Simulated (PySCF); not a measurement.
## SiF(OH), singlet: computed properties

These are results of PBE0 in PySCF with Si def2-TZVP, F def2-TZVP, O def2-TZVP, H def2-TZVP; no relativity; density-fitted integrals, not measurements.

The structure is a minimum.

```xyz
4
charge 0 multiplicity 1, angstrom
Si    0.0678   -0.2487   -0.5365
F     1.1205    0.2086    0.6069
O    -1.3619    0.1526    0.1530
H    -1.3830    0.5531    1.0286
```

```json
{"Point group": "Cs", "Bond lengths": "O–H 0.963 Å, Si–F 1.620 Å, Si–O 1.637 Å", "Bond angles": "F–Si–O 101.6°, H–O–Si 120.3°", "Dipole moment": "1.01 D", "Principal polarisabilities": "28.8, 29.4, 33.7 bohr³", "Heat capacity Cp at 298.15 K": "53.1 J/(mol K)", "Lowest empty level": "-1.55 eV", "Rotational symmetry number": "1", "Atomisation energy without zero-point energy": "1544 kJ/mol", "Enthalpy at 298.15 K above 0 K": "12.12 kJ/mol", "Entropy at 298.15 K and 1 bar": "266.8 J/(mol K)", "Principal quadrupole moments (Buckingham, traceless) about the centre of mass": "-6.28, 2.48, 3.80 D Å", "Zero-point energy": "42.7 kJ/mol", "Rotational constants": "0.914, 0.2965, 0.2239 cm⁻¹", "Highest occupied level": "-7.74 eV"}
```

Harmonic modes (masses in u: Si 27.977, F 18.998, O 15.995, H 1.008):
| symmetry | ω (cm⁻¹) | IR (km/mol) |
| --- | --- | --- |
| a' | 321 | 39.1 |
| a'' | 498 | 157 |
| a' | 737 | 74.4 |
| a' | 835 | 210 |
| a' | 904 | 107 |
| a' | 3850 | 68.9 |

Charges (e):
| atom | Mulliken | Löwdin | polar tensor | Mayer order to Si1 |
| --- | --- | --- | --- | --- |
| Si1 | 0.46 | 0.02 | 1.03 | – |
| F2 | -0.30 | -0.04 | -0.58 | 1.05 |
| O3 | -0.48 | -0.13 | -0.74 | 1.23 |
| H4 | 0.32 | 0.16 | 0.30 | 0.07 |
Other Mayer orders above 0.3: O–H 0.86.

Mulliken populations on Si1: s 5.81, p 7.27, d 0.37, f 0.08.

This need not be the most stable arrangement of these atoms.

The final relaxation and frequency run took 23 s on 2 threads of a shared AMD EPYC 9R45 96-Core (Zen 5) host, with 105 basis functions and 19 gradients; the process peaked at 1.2 GiB. Launch command: `OMP_NUM_THREADS=2 python axn.py task.json out`.
